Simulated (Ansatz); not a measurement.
# Molecular dynamics of AlH₅NSi

The input (input.yaml):

```yaml
crystal:
  periodic: [false, false, false]
  atoms:
    - { symbol: "N", position_ang: [-2.034181, 0.411693, -1.039534] }
    - { symbol: Al, position_ang: [-0.279573, 0.77188, -0.602311] }
    - { symbol: Si, position_ang: [0.895634, -0.815072, 0.88113] }
    - { symbol: H, position_ang: [-2.535788, 1.034511, -1.654296] }
    - { symbol: H, position_ang: [0.443888, 2.065116, -1.181966] }
    - { symbol: H, position_ang: [1.650947, -0.094746, 1.934449] }
    - { symbol: H, position_ang: [1.88198, -1.612268, 0.111897] }
    - { symbol: H, position_ang: [-0.022919, -1.761124, 1.550621] }
magnetization:
  spin_polarized: true
  initial_magnetization: 1
basis:
  gaussian: { orbitals: "6-31G*" }
hamiltonian:
  xc: hf
md:
  timestep: 0.5
  n_steps: 200
  ensemble: nve
  temperature: 300.0
  initial_velocities: maxwell_boltzmann
  seed: 10322
```

Command:

```bash
$ ansatz run input.yaml --threads 1 --pin off --max-ram 2048MiB --backend cpu --events-out ev --progress --plain --runs-dir out
```

It starts at the highest image of a converged band. Of that band: A vibrational analysis at the climbing image gives one clearly imaginary mode, 555i cm⁻¹, and a faint second one (28i cm⁻¹) that may be numerical noise or a soft torsion: probably a first-order saddle point.

Output, in part (one step line in 4, the closing report, with atoms numbered from 0):

```
md step     0: t =     0.00 fs  T =   300.0 K  F+E_penalty+E_count = -16003.84655755 eV  E_kin = 0.232668 eV  conserved = -16003.61388955 eV  (334 SCF iters)
md step     4: t =     2.00 fs  T =   227.1 K  F+E_penalty+E_count = -16003.78939814 eV  E_kin = 0.176128 eV  conserved = -16003.61327008 eV  (70 SCF iters)
md step     8: t =     4.00 fs  T =   173.1 K  F+E_penalty+E_count = -16003.74715706 eV  E_kin = 0.134231 eV  conserved = -16003.61292623 eV  (70 SCF iters)
md step    12: t =     6.00 fs  T =   226.9 K  F+E_penalty+E_count = -16003.78959728 eV  E_kin = 0.176000 eV  conserved = -16003.61359723 eV  (55 SCF iters)
md step    16: t =     8.00 fs  T =   222.4 K  F+E_penalty+E_count = -16003.78600571 eV  E_kin = 0.172459 eV  conserved = -16003.61354642 eV  (48 SCF iters)
md step    20: t =    10.00 fs  T =   161.6 K  F+E_penalty+E_count = -16003.73827023 eV  E_kin = 0.125305 eV  conserved = -16003.61296545 eV  (71 SCF iters)
md step    24: t =    12.00 fs  T =   198.2 K  F+E_penalty+E_count = -16003.76676473 eV  E_kin = 0.153703 eV  conserved = -16003.61306195 eV  (50 SCF iters)
md step    28: t =    14.00 fs  T =   301.7 K  F+E_penalty+E_count = -16003.84776837 eV  E_kin = 0.233988 eV  conserved = -16003.61378062 eV  (54 SCF iters)
md step    32: t =    16.00 fs  T =   292.9 K  F+E_penalty+E_count = -16003.84069781 eV  E_kin = 0.227200 eV  conserved = -16003.61349770 eV  (53 SCF iters)
md step    36: t =    18.00 fs  T =   248.7 K  F+E_penalty+E_count = -16003.80577813 eV  E_kin = 0.192860 eV  conserved = -16003.61291854 eV  (55 SCF iters)
md step    40: t =    20.00 fs  T =   305.2 K  F+E_penalty+E_count = -16003.85021184 eV  E_kin = 0.236688 eV  conserved = -16003.61352405 eV  (54 SCF iters)
md step    44: t =    22.00 fs  T =   318.7 K  F+E_penalty+E_count = -16003.86084308 eV  E_kin = 0.247152 eV  conserved = -16003.61369144 eV  (52 SCF iters)
md step    48: t =    24.00 fs  T =   245.1 K  F+E_penalty+E_count = -16003.80314553 eV  E_kin = 0.190121 eV  conserved = -16003.61302479 eV  (54 SCF iters)
md step    52: t =    26.00 fs  T =   261.3 K  F+E_penalty+E_count = -16003.81566356 eV  E_kin = 0.202653 eV  conserved = -16003.61301085 eV  (51 SCF iters)
md step    56: t =    28.00 fs  T =   366.9 K  F+E_penalty+E_count = -16003.89829612 eV  E_kin = 0.284546 eV  conserved = -16003.61374995 eV  (50 SCF iters)
md step    60: t =    30.00 fs  T =   369.9 K  F+E_penalty+E_count = -16003.90044727 eV  E_kin = 0.286862 eV  conserved = -16003.61358560 eV  (50 SCF iters)
md step    64: t =    32.00 fs  T =   321.2 K  F+E_penalty+E_count = -16003.86201409 eV  E_kin = 0.249115 eV  conserved = -16003.61289951 eV  (51 SCF iters)
md step    68: t =    34.00 fs  T =   388.3 K  F+E_penalty+E_count = -16003.91466972 eV  E_kin = 0.301150 eV  conserved = -16003.61351922 eV  (53 SCF iters)
md step    72: t =    36.00 fs  T =   426.0 K  F+E_penalty+E_count = -16003.94422160 eV  E_kin = 0.330417 eV  conserved = -16003.61380457 eV  (52 SCF iters)
md step    76: t =    38.00 fs  T =   344.1 K  F+E_penalty+E_count = -16003.88003743 eV  E_kin = 0.266869 eV  conserved = -16003.61316794 eV  (52 SCF iters)
md step    80: t =    40.00 fs  T =   303.6 K  F+E_penalty+E_count = -16003.84839875 eV  E_kin = 0.235440 eV  conserved = -16003.61295916 eV  (54 SCF iters)
md step    84: t =    42.00 fs  T =   363.6 K  F+E_penalty+E_count = -16003.89557893 eV  E_kin = 0.282024 eV  conserved = -16003.61355478 eV  (52 SCF iters)
md step    88: t =    44.00 fs  T =   371.2 K  F+E_penalty+E_count = -16003.90157425 eV  E_kin = 0.287894 eV  conserved = -16003.61368015 eV  (52 SCF iters)
md step    92: t =    46.00 fs  T =   303.5 K  F+E_penalty+E_count = -16003.84834093 eV  E_kin = 0.235406 eV  conserved = -16003.61293538 eV  (49 SCF iters)
md step    96: t =    48.00 fs  T =   332.2 K  F+E_penalty+E_count = -16003.87097219 eV  E_kin = 0.257632 eV  conserved = -16003.61334011 eV  (47 SCF iters)
md step   100: t =    50.00 fs  T =   364.5 K  F+E_penalty+E_count = -16003.89649916 eV  E_kin = 0.282684 eV  conserved = -16003.61381517 eV  (53 SCF iters)
md step   104: t =    52.00 fs  T =   273.4 K  F+E_penalty+E_count = -16003.82530681 eV  E_kin = 0.212005 eV  conserved = -16003.61330148 eV  (51 SCF iters)
md step   108: t =    54.00 fs  T =   193.3 K  F+E_penalty+E_count = -16003.76280975 eV  E_kin = 0.149900 eV  conserved = -16003.61290962 eV  (46 SCF iters)
md step   112: t =    56.00 fs  T =   226.2 K  F+E_penalty+E_count = -16003.78889019 eV  E_kin = 0.175425 eV  conserved = -16003.61346523 eV  (49 SCF iters)
md step   116: t =    58.00 fs  T =   227.6 K  F+E_penalty+E_count = -16003.79024982 eV  E_kin = 0.176487 eV  conserved = -16003.61376245 eV  (46 SCF iters)
md step   120: t =    60.00 fs  T =   136.9 K  F+E_penalty+E_count = -16003.71908617 eV  E_kin = 0.106175 eV  conserved = -16003.61291164 eV  (44 SCF iters)
md step   124: t =    62.00 fs  T =   157.9 K  F+E_penalty+E_count = -16003.73563326 eV  E_kin = 0.122442 eV  conserved = -16003.61319171 eV  (43 SCF iters)
md step   128: t =    64.00 fs  T =   228.3 K  F+E_penalty+E_count = -16003.79086283 eV  E_kin = 0.177039 eV  conserved = -16003.61382372 eV  (44 SCF iters)
md step   132: t =    66.00 fs  T =   178.2 K  F+E_penalty+E_count = -16003.75159409 eV  E_kin = 0.138213 eV  conserved = -16003.61338090 eV  (44 SCF iters)
md step   136: t =    68.00 fs  T =   117.6 K  F+E_penalty+E_count = -16003.70411661 eV  E_kin = 0.091213 eV  conserved = -16003.61290389 eV  (47 SCF iters)
md step   140: t =    70.00 fs  T =   169.6 K  F+E_penalty+E_count = -16003.74495421 eV  E_kin = 0.131545 eV  conserved = -16003.61340969 eV  (48 SCF iters)
md step   144: t =    72.00 fs  T =   205.2 K  F+E_penalty+E_count = -16003.77288423 eV  E_kin = 0.159123 eV  conserved = -16003.61376100 eV  (53 SCF iters)
md step   148: t =    74.00 fs  T =   145.0 K  F+E_penalty+E_count = -16003.72545812 eV  E_kin = 0.112464 eV  conserved = -16003.61299402 eV  (53 SCF iters)
md step   152: t =    76.00 fs  T =   179.7 K  F+E_penalty+E_count = -16003.75245025 eV  E_kin = 0.139387 eV  conserved = -16003.61306282 eV  (52 SCF iters)
md step   156: t =    78.00 fs  T =   296.1 K  F+E_penalty+E_count = -16003.84343227 eV  E_kin = 0.229641 eV  conserved = -16003.61379106 eV  (53 SCF iters)
md step   160: t =    80.00 fs  T =   305.9 K  F+E_penalty+E_count = -16003.85071788 eV  E_kin = 0.237233 eV  conserved = -16003.61348492 eV  (52 SCF iters)
md step   164: t =    82.00 fs  T =   279.6 K  F+E_penalty+E_count = -16003.82978761 eV  E_kin = 0.216862 eV  conserved = -16003.61292590 eV  (51 SCF iters)
md step   168: t =    84.00 fs  T =   355.7 K  F+E_penalty+E_count = -16003.88929126 eV  E_kin = 0.275887 eV  conserved = -16003.61340400 eV  (51 SCF iters)
md step   172: t =    86.00 fs  T =   416.4 K  F+E_penalty+E_count = -16003.93678042 eV  E_kin = 0.322930 eV  conserved = -16003.61385068 eV  (50 SCF iters)
md step   176: t =    88.00 fs  T =   358.6 K  F+E_penalty+E_count = -16003.89130260 eV  E_kin = 0.278150 eV  conserved = -16003.61315297 eV  (51 SCF iters)
md step   180: t =    90.00 fs  T =   364.2 K  F+E_penalty+E_count = -16003.89546519 eV  E_kin = 0.282484 eV  conserved = -16003.61298152 eV  (51 SCF iters)
md step   184: t =    92.00 fs  T =   469.0 K  F+E_penalty+E_count = -16003.97751006 eV  E_kin = 0.363709 eV  conserved = -16003.61380108 eV  (52 SCF iters)
md step   188: t =    94.00 fs  T =   468.1 K  F+E_penalty+E_count = -16003.97658177 eV  E_kin = 0.363049 eV  conserved = -16003.61353325 eV  (52 SCF iters)
md step   192: t =    96.00 fs  T =   416.3 K  F+E_penalty+E_count = -16003.93582472 eV  E_kin = 0.322831 eV  conserved = -16003.61299415 eV  (52 SCF iters)
md step   196: t =    98.00 fs  T =   449.2 K  F+E_penalty+E_count = -16003.96175431 eV  E_kin = 0.348346 eV  conserved = -16003.61340805 eV  (52 SCF iters)
md step   200: t =   100.00 fs  T =   461.4 K  F+E_penalty+E_count = -16003.97166054 eV  E_kin = 0.357810 eV  conserved = -16003.61385033 eV  (275 SCF iters)
Total energy: -16003.97166054 eV, -588.1351106431 hartree
Atom 0 at    -2.040572     0.492328    -0.955037 Å, force     0.354021     0.227516    -0.001210 eV/Å
Atom 1 at    -0.251566     0.730435    -0.699306 Å, force    -0.030866    -0.464756     0.000012 eV/Å
Atom 2 at     0.880202    -0.806771     0.918122 Å, force     0.076343    -0.150631    -0.435906 eV/Å
Atom 3 at    -2.745874     1.187502    -0.799163 Å, force    -0.279043    -0.016607     0.051460 eV/Å
Atom 4 at     0.487432     1.687575    -1.729046 Å, force     0.000968     0.016854     0.088264 eV/Å
Atom 5 at     0.742954    -0.363372     2.324054 Å, force     0.008847    -0.074347     0.015524 eV/Å
Atom 6 at     2.324443    -0.916092     0.584546 Å, force    -0.030090     0.160535     0.134576 eV/Å
Atom 7 at     0.378261    -2.206511     0.771779 Å, force    -0.100180     0.301436     0.147279 eV/Å
Dipole moment:    -0.056967     0.390595     0.148162 e Å
```

All steps were run. The conserved energy stayed within 0.14 meV per atom of its start (net change 0.005 meV per atom), so the integration is sound. A run of 0.1 ps of so small a system gives no equilibrium averages.

The step under study would form Al2–H4 and break N1–H4. These pairs go: Al2–H4 2.50 → 2.54 Å, N1–H4 1.01 → 1.00 Å. In the last frame they stand as before the step (other bonds may differ from the relaxed reactants and products). It ends as one piece, AlH5NSi. Pairs count as bonded within 1.25 times the sum of covalent radii (0.12 Å more for H–H).

Last frame:

```xyz
8
Properties=species:S:1:pos:R:3
N -2.041 0.492 -0.955
Al -0.252 0.730 -0.699
Si 0.880 -0.807 0.918
H -2.746 1.188 -0.799
H 0.487 1.688 -1.729
H 0.743 -0.363 2.324
H 2.324 -0.916 0.585
H 0.378 -2.207 0.772
```

The run took 4.2 min on 1 thread of Arm Neoverse V1, on a shared host, peak memory 0.15 GiB.
